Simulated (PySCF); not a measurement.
**Orbital picture of MgH**

r²SCAN at R = 1.745 Å; PySCF, spin-free X2C with a Gaussian nucleus, basis sets Mg x2c-SVPall, H x2c-SVPall. State: ²Σ⁺ (doublet), unpaired electrons σ ↑. Only the outer orbitals are listed, counted within each symmetry.

```tsv
spin	orbital	occ.	ε (eV)	on Mg (%)	main shells (%)
α	1π	1	-49.07	100	100 Mg p
α	1π	1	-49.07	100	100 Mg p
α	3σ	1	-48.92	100	100 Mg p
α	4σ	1	-7.24	46	54 H s, 40 Mg s
α	5σ	1	-4.33	85	46 Mg s, 38 Mg p, 15 H s
α	2π	0	-1.50	100	99 Mg p
α	2π	0	-1.50	100	99 Mg p
α	6σ	0	1.37	94	46 Mg p, 34 Mg d, 15 Mg s
β	1π	1	-49.01	100	100 Mg p
β	1π	1	-49.01	100	100 Mg p
β	3σ	1	-48.82	100	100 Mg p
β	4σ	1	-6.64	54	45 H s, 42 Mg s, 11 Mg p
β	5σ	0	-2.38	83	56 Mg s, 26 Mg p, 17 H s
β	2π	0	-0.49	100	98 Mg p
β	2π	0	-0.49	100	98 Mg p
```

Task: Which are the highest filled and the lowest empty level, where do they sit, and how wide is the gap?

Result: Highest filled α 5σ at -4.33 eV (in %: 46 Mg s, 38 Mg p, 15 H s); lowest empty β 5σ at -2.38 eV (in %: 56 Mg s, 26 Mg p, 17 H s); the gap at r²SCAN is 1.95 eV.

```json
{"bond order (Mayer)": "0.90", "⟨S²⟩": "0.756", "charge on Mg (Mulliken, basis-dependent)": "0.15", "charge on Mg (Löwdin, basis-dependent)": "0.13", "dipole moment (positive dipole means Mg(−)H(+))": "-1.32 D"}
```

The state was picked by a PBE0 search and need not be the measured ground state.
